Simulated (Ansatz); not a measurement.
**AlB, singlet: reading a ladder of total energies**

Geometry: a point of a stretch scan, not a stationary point.

```yaml
atoms:
  - { symbol: B, position_ang: [0.0000, 0.0000, 0.0000] }
  - { symbol: Al, position_ang: [0.0000, 0.0000, 3.8110] }
```

Basis cc-pVDZ; Ansatz 0.2.0. Correlated methods freeze the noble-gas cores, which leaves 6 electrons in 26 orbitals. Prefix R: restricted or restricted open-shell reference.

Full CI is exact within this basis and frozen core; it isn't the basis-set limit.

Runs differ by some tens of microhartree through their thresholds, so steps under 0.03 kcal/mol mean nothing.

```json
{"level": "RHF", "total energy (hartree)": "-266.355868"}
{"level": "RMP2", "total energy (hartree)": "-266.457494"}
{"level": "RCCSD*", "total energy (hartree)": "-266.510104"}
{"level": "RCCSD(T)*", "total energy (hartree)": "-266.518998"}
{"level": "RCCSDT*", "total energy (hartree)": "-266.520826"}
{"level": "RCCSDT(Q)*", "total energy (hartree)": "-266.521489"}
{"level": "RCCSDTQ*", "total energy (hartree)": "-266.521610"}
{"level": "full CI", "total energy (hartree)": "-266.521659"}
```

Q: What is the correlation energy at full CI, and what share of it do RMP2 and RCCSD recover?

A: E(corr) = -266.521659 − (-266.355868) = -0.165791 hartree = -4.511 eV. RMP2: -0.101626 / -0.165791 = 61.30 %. RCCSD: -0.154236 / -0.165791 = 93.03 %.

Q: By how many kcal/mol does RCCSD(T) miss full CI (1 hartree = 627.509 kcal/mol), and which steps make up the rest?

A: -266.518998 − (-266.521659) = 0.002661 hartree = 1.67 kcal/mol. Steps: RCCSDT − RCCSD(T) = -1.15, RCCSDT(Q) − RCCSDT = -0.42, RCCSDTQ − RCCSDT(Q) = -0.08, full CI − RCCSDTQ = -0.03 kcal/mol. With more than one leading determinant such errors change with state and geometry, and needn't cancel in differences.

An asterisk marks runs whose energy the program itself flagged as in doubt.
